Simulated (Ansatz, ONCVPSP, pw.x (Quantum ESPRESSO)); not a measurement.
boron (B): does the ONCV potential hold in the solid?

```json
{"Element": "B (Z = 5)", "Generator": "ONCVPSP 4.0.1.1 (patched build)", "Type": "optimised norm-conserving Vanderbilt (ONCV)", "Functional": "LDA (Perdew-Wang 92)", "Relativity": "scalar-relativistic", "Frozen core": "[He]", "Valence charge": "3", "Reference configuration": "2s2 2p1", "Partial waves": "2s: rc 1.40 bohr, ncon 3, nbas 7, qcut 5.3 1/bohr, local; 2p: rc 3.10 bohr, ncon 4, nbas 8, qcut 4 1/bohr, 2 projectors, debl 2.5 Ha; d scattering state at 0.36 Ha: rc 3.25 bohr, ncon 3, nbas 6, qcut 3.1 1/bohr, 1 projector", "Local potential": "the s channel", "Core correction": "Teter function fitted to the true core (icmod 2), fcfact 0.2"}
```

Atomic tests: cutoffs needed: 11 Ha and 15 Ha (the cutoffs (Ha) at which the residual kinetic energy of the hardest occupied pseudo-wave falls to 1 and 0.1 mHa per electron); ghost test: no bound ghost flagged; no localised positive-energy state flagged; largest excitation error: +356 meV (all-electron minus pseudo) for 2s1 2p0, out of 4 test configurations.

Crystal test: sc B in pw.x 7.5, no spin, 17³ k-points, Fermi–Dirac smearing 0.01 Ry, cutoffs 50/200 Ry. The reference is all-electron LAPW (Ansatz 0.2.0) with the same functional, mesh and smearing; V0 and B0 come from Birch–Murnaghan fits to the pressures at five volumes. Errors are pseudo minus all-electron; Δ is the rms difference of the E(V) curves that follow from these fits, minima aligned, over ±6 % about the mean V0. Mesh and smearing are coarse, so the numbers serve the comparison and aren't converged zero-temperature values; the lattice is a test structure that the element need not adopt.

All-electron: a0 = 1.865 Å (V0 = 6.49 Å³/atom), B0 = 249.7 GPa.

Q: How far does the potential miss the all-electron equation of state?

A: mean pressure error (GPa): -68.08. The pressure does not cross zero within the volumes sampled, so no fit is given. The largest radius (3.25 bohr) exceeds half the bond length (1.77 bohr), so the spheres overlap, which is one possible source of error among others. This is a poor potential for the solid. The pseudo pressure rises with volume over the whole range, a mechanical instability.

| V (Å³/atom) | P all-electron (GPa) | P pseudo (GPa) |
| --- | --- | --- |
| 6.193 | 12.68 | -69.36 |
| 6.356 | 5.37 | -69.08 |
| 6.519 | -1.14 | -68.63 |
| 6.682 | -6.94 | -68.05 |
| 6.845 | -12.11 | -67.40 |

Q: At the middle volume, how do free energy and pressure move when the wave cutoff is lowered (ecutrho kept at four times it)?

A:

```csv
cutoff (Ry),shift of F (meV/atom),shift of P (GPa)
22,+24.5,-2.71
30,+2.5,+0.02
40,+1.4,+0.00
```

The run at the middle volume (165 k-points, 5 iterations) took about 2.7 s on one core of a shared host (Neoverse-N1, 64 threads, 124 GiB, load 53).
